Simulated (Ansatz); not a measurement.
## Ansatz (development build ahead of 0.2.0) run

```yaml
crystal:
  periodic: [false, false, false]
  atoms:
    - { symbol: C, position_ang: [-0.00294, -0.04577, -0.63169] }
    - { symbol: "N", position_ang: [0.02494, -0.09822, 0.64852] }
    - { symbol: H, position_ang: [0.03521, 0.9194, 1.05973] }
    - { symbol: H, position_ang: [-0.01589, -0.99793, -1.18671] }
    - { symbol: H, position_ang: [-0.0394, 0.88134, -1.23218] }
basis:
  gaussian: { orbitals: cc-pVDZ }
hamiltonian:
  xc: hf
```

The input is written out in the form of the current development build from the run's settings.

The run gave:

| Property | Result |
| --- | --- |
| Converged | yes |
| Total energy | -94.03277 hartree |
| Spin squared of the determinant | 0.000 |
